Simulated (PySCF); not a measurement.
Choosing a molecule for a target property.

All species are isolated and taken at one optimised geometry, non-relativistic unless stated; the electronic structure was computed with PySCF and density fitting.

The conformers computed, where there is a choice (atom-mapped SMILES and torsion angles):
- `[H]/[N:1]=[CH:2]/[c:3]1[cH:4][cH:5][c:6]([NH2:7])[cH:8][cH:9]1`: N1–C2–C3–C4 0°, H–N7–C6–C5 -19°, H–N7–C6–C5 -164°
- `[H]/[N:9]=[CH:8]\[CH:7]=[CH:6]/[C@@H:3]([CH:2]=[CH2:1])[C:4]#[N:5]`: C1–C2–C3–C4 122°, C2–C3–C6–C7 104°, C6–C7–C8–N9 -178°
- `[O:1]=[CH:2][O:3][C:4]1([C:5]([F:6])([F:7])[F:8])[CH2:9][CH2:10]1`: O1–C2–O3–C4 3°, C2–O3–C4–C5 92°, O3–C4–C5–F6 67°
- `[NH2:1]/[CH:2]=[CH:3]/[CH:4]=[CH:5]/[CH:6]=[NH2+:7]`: C2–C3–C4–C5 180°, C4–C5–C6–N7 180°, H–N1–C2–C3 0°, H–N1–C2–C3 180°
- `[F:1][C:2]([F:3])([F:4])[O:5][C@@H:6]1[CH:7]=[CH:8][CH2:9][O:10]1`: F1–C2–O5–C6 170°, C2–O5–C6–C7 178°
- `[F:1][C:2]([F:3])([F:4])[O:5][C:6]1=[CH:7][O:8][CH2:9][CH2:10]1`: F1–C2–O5–C6 180°, C2–O5–C6–C7 0°

Question: Wanted: electronic spatial extent ⟨r²⟩ about the centre of nuclear charge between 1000 bohr² and 1340 bohr² (PBE0/def2-SVPD) and HOMO–LUMO gap below 5.5 eV (PBE0/def2-SVPD), at GFN2-xTB geometries. Which candidate meets both?
A. `FC(F)(F)O[C@@H]1C=CCO1`
B. `[H]/N=C/c1ccc(N)cc1`
C. `[H]/N=C\C=C/[C@H](C#N)C=C`
D. `Cc1c[nH+]c(C)[nH]1`
E. `Cc1[nH]cc[n+]1C`
F. `N/C=C/C=C/C=[NH2+]`
G. `O=COC1(C(F)(F)F)CC1`

Answer: B. Computed values:
| species | electronic spatial extent ⟨r²⟩ about the centre of nuclear charge | HOMO–LUMO gap |
| --- | --- | --- |
| Cc1[nH]cc[n+]1C | 681 bohr² | 7.05 eV |
| Cc1c[nH+]c(C)[nH]1 | 770 bohr² | 6.70 eV |
| O=COC1(C(F)(F)F)CC1 | 1208 bohr² | 8.22 eV |
| [H]/N=C/c1ccc(N)cc1 | 1315 bohr² | 5.05 eV |
| N/C=C/C=C/C=[NH2+] | 1362 bohr² | 4.05 eV |
| FC(F)(F)O[C@@H]1C=CCO1 | 1384 bohr² | 7.63 eV |
| [H]/N=C\C=C/[C@H](C#N)C=C | 1497 bohr² | 5.97 eV |

Question: Wanted: smallest rotational constant between 0.8 GHz and 0.9 GHz (GFN2-xTB) and lowest singlet excitation below 6.1 eV (TDDFT PBE0/def2-SVPD), at GFN2-xTB geometries. Which candidate meets both?
A. `Cc1c[nH+]c(C)[nH]1`
B. `[H]/N=C/c1ccc(N)cc1`
C. `[H]/N=C\C=C/[C@H](C#N)C=C`
D. `O=COC1(CC1)C(F)(F)F`
E. `Cc1[nH]cc[n+]1C`

Answer: B. Computed values:
| species | smallest rotational constant | lowest singlet excitation |
| --- | --- | --- |
| [H]/N=C\C=C/[C@H](C#N)C=C | 0.760 GHz | 4.31 eV |
| [H]/N=C/c1ccc(N)cc1 | 0.850 GHz | 4.54 eV |
| O=COC1(CC1)C(F)(F)F | 1.027 GHz | 5.84 eV |
| Cc1c[nH+]c(C)[nH]1 | 1.589 GHz | 5.96 eV |
| Cc1[nH]cc[n+]1C | 1.819 GHz | 6.30 eV |

Question: Wanted: lowest triplet excitation (Tamm–Dancoff) above 5 eV (TDA PBE0/def2-SVPD) and HOMO energy below -6.2 eV (PBE0/def2-SVPD), at GFN2-xTB geometries. Which candidate meets both?
A. `N/C=C/C=C/C=[NH2+]`
B. `FC(F)(F)OC1=COCC1`
C. `[H]/N=C\C=C/[C@H](C#N)C=C`
D. `[H]/N=C/C1=CC=C(N)C=C1`
E. `Cc1[nH]cc[n+]1C`
F. `O=COC1(C(F)(F)F)CC1`
G. `Cc1c[nH+]c(C)[nH]1`

Answer: F. Computed values:
| species | lowest triplet excitation (Tamm–Dancoff) | HOMO energy |
| --- | --- | --- |
| N/C=C/C=C/C=[NH2+] | 2.15 eV | -10.30 eV |
| [H]/N=C/C1=CC=C(N)C=C1 | 3.11 eV | -5.98 eV |
| [H]/N=C\C=C/[C@H](C#N)C=C | 3.39 eV | -7.92 eV |
| FC(F)(F)OC1=COCC1 | 3.92 eV | -6.44 eV |
| Cc1c[nH+]c(C)[nH]1 | 4.34 eV | -11.72 eV |
| Cc1[nH]cc[n+]1C | 4.56 eV | -11.99 eV |
| O=COC1(C(F)(F)F)CC1 | 5.24 eV | -8.67 eV |
